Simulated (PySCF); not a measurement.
**Partial charges of (chloromethyl)cyclopropane**

Compound: (chloromethyl)cyclopropane, C₄H₇Cl.
Atom-mapped SMILES: `[Cl:1][CH2:2][CH:3]1[CH2:4][CH2:5]1` (hydrogens: H6, H7 on C2; H8 on C3; H9, H10 on C4; H11, H12 on C5)

Structure used (PBE0-D3(BJ)/def2-TZVP), in Å, numbered top down from 1:
```xyz
12
C4H7Cl angstrom
Cl     2.0134   -1.7650    0.6855
C      1.3868   -0.1362    0.2744
C      0.1091   -0.2084   -0.4872
C     -0.8607    0.9315   -0.3602
C     -1.1771   -0.3991    0.2482
H      1.2514    0.3894    1.2202
H      2.1747    0.3568   -0.2944
H      0.1880   -0.6743   -1.4630
H     -0.6000    1.7451    0.3061
H     -1.3995    1.2370   -1.2478
H     -1.1221   -0.4889    1.3266
H     -1.9426   -1.0090   -0.2135
```

Density: PBE0/pcSseg-2 (PySCF); schemes: Mulliken, IAO, Hirshfeld and ESP-fitted. The structure is a single PBE0-D3(BJ)/def2-TZVP conformer in the gas phase; no vibrational or solvent corrections.

**Question.** Give the atomic charges in each scheme.

**Answer.** In e:

```
atom                 environment  Mulliken     IAO  Hirshfeld  ESP-fitted
 Cl1              alkyl chlorine    -0.184  -0.130     -0.082      -0.110
  C2             sp3 C–Cl carbon    +0.071  -0.236     -0.042      -0.624
  C3  three-membered-ring carbon    -0.142  -0.137     -0.057      +0.090
  C4  three-membered-ring carbon    -0.113  -0.303     -0.092      -0.358
  C5  three-membered-ring carbon    -0.093  -0.299     -0.095      -0.358
  H6          methylene hydrogen    +0.042  +0.159     +0.051      +0.292
  H7          methylene hydrogen    +0.081  +0.168     +0.052      +0.259
  H8            methine hydrogen    +0.070  +0.156     +0.052      +0.147
  H9          methylene hydrogen    +0.058  +0.151     +0.051      +0.159
 H10          methylene hydrogen    +0.074  +0.158     +0.054      +0.157
 H11          methylene hydrogen    +0.064  +0.154     +0.051      +0.187
 H12          methylene hydrogen    +0.072  +0.159     +0.055      +0.160
```

Mean size of the charges over all atoms: ESP-fitted 0.242 e, IAO 0.184 e, Mulliken 0.089 e, Hirshfeld 0.061 e. Each set sums to the total charge, 0, to within 0.001 e. The IAO scheme counts the electrons in orthogonalised intrinsic atomic orbitals, a minimal basis polarised so that it spans the occupied orbitals exactly. The Hirshfeld scheme divides the density at each point in proportion to the densities of the neutral, spherically averaged free atoms.

Lowest charge. The schemes don't all agree: Mulliken Cl1 (-0.184); IAO C4 (-0.303); Hirshfeld C5 (-0.095); ESP-fitted C2 (-0.624).

Highest charge. The schemes don't all agree: Mulliken H7 (+0.081); IAO H7 (+0.168); Hirshfeld H12 (+0.055); ESP-fitted H6 (+0.292).

**Question.** Sum the charges by element, for elements with more than one atom.

**Answer.** 
```tsv
element	atoms	Mulliken	IAO	Hirshfeld	ESP-fitted
C	4	-0.277	-0.975	-0.285	-1.250
H	7	+0.461	+1.105	+0.368	+1.360
```

**Question.** How many electrons does the Hirshfeld scheme count on C5?

**Answer.** Z − q = 6 − (-0.095) = 6.095.

The run behind these numbers computed NMR shieldings as well. Time: 26 s wall; peak memory 1.1 GiB. Hardware: an Intel Xeon 6975P-C with one thread, no GPU, shared host.
